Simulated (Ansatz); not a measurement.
# C2H2OS (SMILES S=C1CO1): single points off equilibrium

The atoms stand at a structure displaced at random from a GFN2-xTB minimum. How far do the functionals agree with CCSD(T) there?

The runs use Ansatz 0.2.0, Gaussian basis; single points in def2-TZVPP.

Cores are frozen in the correlated methods.

### 1 Where the work starts

SMILES `S=C1CO1`, 6 atoms, charge 0, spin multiplicity 1.

Atoms are counted from 1 here; the program's logs count them from 0.

Bond lengths: S1–C2 1.538 Å, C2–C3 1.392 Å, C2–O4 1.190 Å, C3–O4 1.452 Å, C3–H5 1.090 Å, C3–H6 0.993 Å. Angles: S1–C2–C3 150.0°, S1–C2–O4 141.7°, C3–C2–O4 67.9°, C2–C3–O4 49.4°, C2–C3–H5 121.7°, C2–C3–H6 122.3°, O4–C3–H5 116.6°, O4–C3–H6 111.4°, H5–C3–H6 115.1°, C2–O4–C3 62.7°.

Coordinates:

```xyz
6

S    -2.03130   -0.82990   -0.40790
C    -0.58250   -0.48710   -0.02210
C     0.43880    0.44800    0.11960
O     0.45610   -0.99740    0.25540
H     0.95860    0.86380   -0.74330
H     0.63290    0.89470    0.98450
```

### 2 CCSD(T)/def2-TZVPP

run/in.yaml

```yaml
crystal:
  periodic: [false, false, false]
  atoms:
    - {symbol: S, position_ang: [-2.031300, -0.829900, -0.407900]}
    - {symbol: C, position_ang: [-0.582500, -0.487100, -0.022100]}
    - {symbol: C, position_ang: [0.438800, 0.448000, 0.119600]}
    - {symbol: O, position_ang: [0.456100, -0.997400, 0.255400]}
    - {symbol: H, position_ang: [0.958600, 0.863800, -0.743300]}
    - {symbol: H, position_ang: [0.632900, 0.894700, 0.984500]}
basis:
  gaussian: {orbitals: def2-TZVPP}
correlation: {method: ccsd_t}
output: {forces: true}
```

The command line of these runs was not kept.

### 3 PBE0-D4/def2-TZVPP

run/in.yaml: that of step 2 with these lines changed.

```diff
@@ -11,3 +11,3 @@
   gaussian: {orbitals: def2-TZVPP}
-correlation: {method: ccsd_t}
-output: {forces: true}
+hamiltonian: {xc: pbe0, dispersion: d4}
+output: {forces: true, orbitals: {seedname: orbitals}}
```

### 4 wB97M-V/def2-TZVPP

run/in.yaml: that of step 3 with these lines changed.

```diff
@@ -11,3 +11,3 @@
   gaussian: {orbitals: def2-TZVPP}
-hamiltonian: {xc: pbe0, dispersion: d4}
-output: {forces: true, orbitals: {seedname: orbitals}}
+hamiltonian: {xc: {name: wB97M-V}}
+output: {forces: true}
```

### 5 r2SCAN-D4/def2-TZVPP

run/in.yaml: that of step 4 with these lines changed.

```diff
@@ -11,3 +11,3 @@
   gaussian: {orbitals: def2-TZVPP}
-hamiltonian: {xc: {name: wB97M-V}}
+hamiltonian: {xc: r2scan, dispersion: d4}
 output: {forces: true}
```

### 6 PBE-D4/def2-TZVPP

run/in.yaml: that of step 5 with these lines changed.

```diff
@@ -11,3 +11,3 @@
   gaussian: {orbitals: def2-TZVPP}
-hamiltonian: {xc: r2scan, dispersion: d4}
+hamiltonian: {xc: pbe, dispersion: d4}
 output: {forces: true}
```

### 7 LC-wPBE/def2-TZVPP

run/in.yaml: that of step 6 with these lines changed.

```diff
@@ -11,3 +11,3 @@
   gaussian: {orbitals: def2-TZVPP}
-hamiltonian: {xc: pbe, dispersion: d4}
+hamiltonian: {xc: {name: LC-wPBE}}
 output: {forces: true}
```

### 8 r2SCANh-D4/def2-TZVPP

run/in.yaml: that of step 7 with these lines changed.

```diff
@@ -11,3 +11,3 @@
   gaussian: {orbitals: def2-TZVPP}
-hamiltonian: {xc: {name: LC-wPBE}}
+hamiltonian: {xc: {name: r2SCANh}, dispersion: d4}
 output: {forces: true}
```

(Steps that only read results are left out.)

**Question.** What will these runs give? Wanted: energy less free atoms, CCSD(T)/def2-TZVPP; RMS force component; RMS force error; HOMO and LUMO, PBE0-D4; T1 diagnostic.

**Answer**, as computed:

| quantity | value |
| --- | --- |
| energy less free atoms, CCSD(T)/def2-TZVPP | -22.976 eV |
| RMS force component | 2.968 to 3.321 eV/Å over the methods |
| RMS force error | PBE0-D4 0.329, wB97M-V 0.244, r2SCAN-D4 0.143, PBE-D4 0.137, LC-wPBE 0.443, r2SCANh-D4 0.254 eV/Å |
| HOMO and LUMO, PBE0-D4 | -6.73 and -0.95 eV |
| T1 diagnostic | 0.015 |

In words: Against CCSD(T) the functionals' energies less atoms differ by -2.264 to -0.994 eV, PBE-D4 by -2.264 eV. The reference is not at the basis limit: in triple zeta CCSD(T) underbinds, which counts against methods that bind more; the gaps are no ranking. The forces of PBE-D4 come nearest to CCSD(T), those of LC-wPBE are farthest. Frozen-core CCSD(T) forces in triple zeta carry basis errors of their own, and this is one geometry, so small gaps rank nothing.
